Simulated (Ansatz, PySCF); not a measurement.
Dimer: H2O (SMILES O) (first 3 atoms) with H2O (SMILES O); geometry from S66by8 set.
(charge 0, multiplicity 1):
```csv
atom,x (Å),y (Å),z (Å)
O,-1.5244,-0.0436,0.0049
H,-1.8444,0.8592,-0.0166
H,-0.5647,0.0546,0.0001
O,1.4467,0.0388,-0.0046
H,1.8233,-0.3996,0.7616
H,1.8190,-0.4374,-0.7500
```

Monomers are frozen at their geometry in the pair; levels with a basis set take the counterpoise correction. Rows marked so take none.

Cores are frozen in the correlated methods. Rows in 6-31G* carry no dispersion term and start afresh at each structure (6-31G* with six Cartesian d functions).

Programs: Ansatz (Gaussian basis) for Hartree–Fock, density functionals and correlated methods; PySCF for 6-31G* rows, the dispersion terms. Each number belongs to the level named beside it.

```tsv
level	interaction energy (kcal/mol)
PBE/def2-TZVPPD	-4.84
BP86/6-31G* (no counterpoise)	-6.62
r2SCAN/def2-TZVPPD	-5.01
r2SCAN-D3(BJ)/def2-TZVPPD	-5.14
BHLYP-D3(BJ)/def2-TZVPPD	-5.36
CAM-B3LYP-D3(BJ)/def2-TZVPPD	-5.40
SCS-MP2/aug-cc-pVDZ	…
SCS-MP2/aug-cc-pVTZ	-4.28
CCSD/aug-cc-pVDZ	-4.24
```

Q: What belongs in the gaps?

A: 
- SCS-MP2/aug-cc-pVDZ, interaction energy (kcal/mol): -4.04

Ansatz is a program for electronic structure.
